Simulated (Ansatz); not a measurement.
## What a trial cell of Pt relaxes into

These are results of Ansatz 0.2.0, DFT r2SCAN, scalar-relativistic, plane waves, PAW, not measurements.

The start puts Pt on the samarium (9R) structure type (R-3m, No. 166), at a guessed volume.

The final relaxation ran on this input, with the default PAW datasets:

```yaml
crystal:
  lattice:
    - [1.3695109321, 0.7906875053, 7.0969931032]
    - [-1.3695109321, 0.7906875053, 7.0969931032]
    - [0.0, -1.5813750106, 7.0969931032]
  atoms:
    - { symbol: Pt, position: [0.0, 0.0, 0.0] }
    - { symbol: Pt, position: [0.2226784546, 0.2226784546, 0.2226784546] }
    - { symbol: Pt, position: [0.7773215454, 0.7773215454, 0.7773215454] }
basis:
  ecutwfc: 500
kpoints:
  mp_grid: { grid: [21, 21, 21] }
hamiltonian:
  xc: r2scan
scf:
  occupations: { method: gaussian, width: 0.1 }
output:
  forces: true
  stress: true
  eigenvalues: true
relax:
  adjacent_minimum: "off"
  f_tol: 0.01
  max_steps: 80
  cell: { stress_tol: 0.05 }
```

It can be run as:

```bash
ansatz run input.yaml --threads 4 --pin off --backend cpu --events-out ev --progress --plain --runs-dir out  # memory cap (--max-ram) not shown
```

End of the output:

```
SCF converged after 6 iterations
Free energy (F): -37610.241618 eV
Harris-Foulkes:  -37610.241618 eV  (|F-HF|=1.46e-11)
Internal energy: -37610.215470 eV  (E = F + TS)
E sigma→0 (E₀):  -37610.228544 eV
Entropy (-TS):   -0.026148 eV (-8.716 meV/atom)
Fermi energy:    22.557998 eV
--- Per-component energies (eV) ---
  E_band       = -466.810186
  E_kinetic    = 1913.675549
  E_local      = -4477.118521  (includes V_loc(G=0)·N_el)
  E_nonlocal   = 606.303365
  E_hartree    = 1665.693314
  E_xc         = -750.437961
  E_vxc        = -1012.706086  (∫ρ·V_xc dr)
  E_paw        = -28439.699564  (= ΣΔE_a)
  E_vpaw       = -893.043207  (= ΣTr[D̂ρ^β])
  E_aug_tail   = 0.000461  (compensation charges beyond the density's cutoff)
  E_vtau       = 64.691696  (kinetic-family band-sum trace: ∫τ·v_τ [+ j·A + Jᵃ·Aᵃ] dr)
  E_ewald      = -8127.937629
  E_core_change = -0.694483  (= ΣΔE_core)
  E_smearing   = -0.026148  (= −TS)
  E_closure    = 0.000000  (closes the sum)
  Σ components = -37610.241618   (vs F -37610.241618, Δ=0.00e0)
--- Forces (eV/Å), atoms counted from 1 ---
  atom   1  Pt     0.00000000     0.00000000     0.00000000
  atom   2  Pt     0.00000000     0.00000000    -0.00019325
  atom   3  Pt     0.00000000     0.00000000     0.00019325
  max |Σ_I F_I| component: 2.71e-20 eV/Å
--- Stress (GPa, compression-positive) ---
       -0.006057       0.000000       0.000000
        0.000000      -0.006057       0.000000
        0.000000       0.000000      -0.015088
  P = ⅓ Tr σ = -0.0091 GPa (-0.091 kbar)
--- Relaxed structure (4 steps of the walk, 3 accepted, 1 SCFs on fresh bases) ---
  F+E_penalty+E_count = -37610.24161809 eV   max|allowed force component| = 1.932e-4 eV/Å   (the final SCF, on the basis selected at the relaxed cell)
  cell:  # Å, volume = 46.0921 Å³
    - [1.374910, 0.793804, 7.038615]
    - [-1.374910, 0.793804, 7.038615]
    - [0.000000, -1.587609, 7.038615]
  atoms:
    - { symbol: Pt, position: [0.000000, 0.000000, 0.000000] }
    - { symbol: Pt, position: [0.222662, 0.222662, 0.222662] }
    - { symbol: Pt, position: [0.777338, 0.777338, 0.777338] }
```

Absolute energies hang on the potentials; compare differences alone.

The result has space group R-3m (No. 166). Pt on Wyckoff site a (1 atom of the primitive cell) has 12 Pt at 2.75–2.83 Å; around Pt on Wyckoff site c (2 atoms of the primitive cell) lie 12 Pt at 2.75–2.85 Å.

It lies 0.05 eV/atom above the element's standard state at the same level.

For metals, differences of a few meV/atom aren't resolved. Spin–orbit coupling is left out.

A structure relaxed within its symmetry needn't be a true minimum.